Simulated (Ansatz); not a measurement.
## Abstraction of Cl: CH2ClF + MgH → CH2F + MgHCl

Species: CH2ClF (chlorofluoromethane) `FCCl`, singlet; MgH, doublet; CH2F `[CH2]F`, doublet; MgHCl `[MgH][Cl]`, singlet. A radical takes Cl: the energy is the difference in strength between the C–Cl bond broken and the Mg–Cl bond made.

Shapes, held fixed at every level: PBE0-D4/def2-TZVP. Programs: Ansatz 0.2.0. The zero-point and thermal change to 298 K, harmonic and unscaled (PBE0-D4/def2-TZVP), is -7.1 kJ/mol.

```json
{"level": "SPW92/def2-TZVPP", "kind": "LDA", "ΔH(298 K) (kJ/mol)": "-76.9", "less CCSD(T)/def2-TZVPP": "+42.0", "CPU time (sum over the molecules)": "3.8 s"}
{"level": "r2SCAN-D4/def2-TZVPP", "kind": "meta-GGA", "ΔH(298 K) (kJ/mol)": "-127.3", "less CCSD(T)/def2-TZVPP": "-8.4", "CPU time (sum over the molecules)": "14 s"}
{"level": "B3LYP-D4/def2-TZVPP", "kind": "global hybrid", "ΔH(298 K) (kJ/mol)": "-120.6", "less CCSD(T)/def2-TZVPP": "-1.7", "CPU time (sum over the molecules)": "7.6 s"}
{"level": "BHLYP-D4/def2-TZVPP", "kind": "global hybrid", "ΔH(298 K) (kJ/mol)": "-132.7", "less CCSD(T)/def2-TZVPP": "-13.8", "CPU time (sum over the molecules)": "6 s"}
{"level": "r2SCAN0-D4/def2-TZVPP", "kind": "global hybrid", "ΔH(298 K) (kJ/mol)": "-130.7", "less CCSD(T)/def2-TZVPP": "-11.8", "CPU time (sum over the molecules)": "11 s"}
{"level": "CCSD(T)/def2-SVP", "kind": "coupled cluster or CI", "ΔH(298 K) (kJ/mol)": "-129.1", "less CCSD(T)/def2-TZVPP": "-10.2", "CPU time (sum over the molecules)": "4.8 s"}
{"level": "CCSD/def2-SVP", "kind": "coupled cluster or CI", "ΔH(298 K) (kJ/mol)": "-133.8", "less CCSD(T)/def2-TZVPP": "-14.9", "CPU time (sum over the molecules)": "–"}
{"level": "CCSD(T)/def2-TZVPP", "kind": "coupled cluster or CI", "ΔH(298 K) (kJ/mol)": "-118.9", "less CCSD(T)/def2-TZVPP": "0.0", "CPU time (sum over the molecules)": "23 s"}
```

The highest level, CCSD(T)/def2-TZVPP, gives ΔH(298 K) = -118.9 kJ/mol; the levels span -133.8 to -76.9. The column of differences is taken from that level and isn't an error. No measured value is set beside it here. Open shells run unrestricted unless RO is named. Correlated rows may include outer-core shells of Mg, which these sets cover unevenly. Times are processor times on shared x86 and Arm servers, and rough.
